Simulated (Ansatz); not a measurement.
I need an active-space calculation of BF. Use Ansatz 0.2.0, Python API. Level of theory: Hartree-Fock, 6-31G* basis, multiplicity 1.

Input file `bf.xyz`:
```text
2

B     0.00000    0.00000    0.00000
F     0.00000    0.00000    1.43000
```

The script, `cas_bf.py`:
```python
# -*- coding: utf-8 -*-
import ansatz as az

system = az.Crystal.molecule_from_extxyz("bf.xyz")

job = (
    system.calculation()
    .basis(gaussian="6-31G*")
    .correlation(active_electrons=4, active_orbitals=4)
)
for method in [None]:
    rep = (job if method is None else job.correlation(method)).run(threads=1, backend="cpu").report
    space = rep["configurations"]
    state = space["states"][0]
    print(method or "casscf", f"total {rep['free_energy_ev'] / 27.211386246:.6f} Ha, active-space state {state['energy']['hartree']:.6f} Ha, mean field {rep['reference_energy_ev'] / 27.211386246:.6f} Ha")
    print("  determinants", state["n_determinants"], " natural occupations", [round(n, 3) for n in space["natural_occupations"]])
```

```console
$ python cas_bf.py
casscf total -124.119859 Ha, active-space state -124.119859 Ha, mean field -124.082676 Ha
  determinants 36  natural occupations [1.999, 1.879, 0.061, 0.06]
```

What to keep in mind:
- Total energies depend on the basis set; only differences at equal settings carry meaning.
- The geometry is a force-field or estimated start, not a minimum of this method, and the basis set is short of its limit. The active space starts as a window about the frontier orbitals and is then optimised, not chosen by chemistry.
- The spin state was assumed, and another may lie lower.
- It ran for 0.6 s on 1 thread of Arm Neoverse V1, on a shared host, peak memory 0.13 GiB.
